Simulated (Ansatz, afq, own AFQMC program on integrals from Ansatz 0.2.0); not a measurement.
Where AFQMC and coupled cluster stand for NH₃, triplet

```xyz
4

H    -1.8548    0.0594    0.0000
H    -0.8748    0.0594    0.0000
N     0.1652    0.0594    0.0000
H     0.4343   -0.9448    0.0000
```

Basis cc-pVTZ. Only valence electrons are correlated. Ansatz 0.2.0 and our own AFQMC program on the same integrals; the CISD trial comes from CCSD amplitudes, and released means the phaseless constraint is let go. Error bars are statistical, one sigma.

Determinant: UHF, the one that the program's search chose, which needn't be the lowest solution. The geometry is a point of a scan.

No full CI on the walks' own integrals is used here; CCSDT(Q) serves as the reference and is uncertain by about the last step of the cluster series.

Cautions: lower spins were not checked.

* T1 diagnostic: 0.0156
* weight of the determinant in the CISD state: 0.929
* ⟨S²⟩ of the determinant: 2.029
* size of the correlated space: 8 electrons in 71 orbitals

```
  level  correlation energy (eV)
    MP2                  -5.2479
   CCSD                  -5.8161
CCSD(T)                  -5.9911
```

(1) Estimate where AFQMC with the constraint released lies against CCSD(T) on the same integrals.

(1) 0.53 ± 0.06 kcal/mol below CCSD(T).

Reference: CCSDT(Q), correlation energy -6.012 eV. The released energy is read at 2.40 1/Eh (meV from the phaseless value at times in 1/Eh: -1.4 ± 2.4 at 0.24, -3.9 ± 1.8 at 0.51, -1 ± 3 at 0.99, -5 ± 3 at 1.62, -4 ± 3 at 2.40).

```tsv
level	E − E(reference) (kcal/mol)	share of correlation (%)
CCSD(T)	0.49	99.64
CCSDT	0.16	99.89
ph-AFQMC/CISD	0.06 ± 0.04	99.96
released AFQMC	-0.04 ± 0.06	100.03
```

A walk keeps the symmetry of its determinant, which the program's search chose and which needn't be the lowest solution, so a lower state of the same spin and another symmetry isn't excluded. Released energies are given only where the last usable release times agree within the noise; a slower fall can still hide under it.
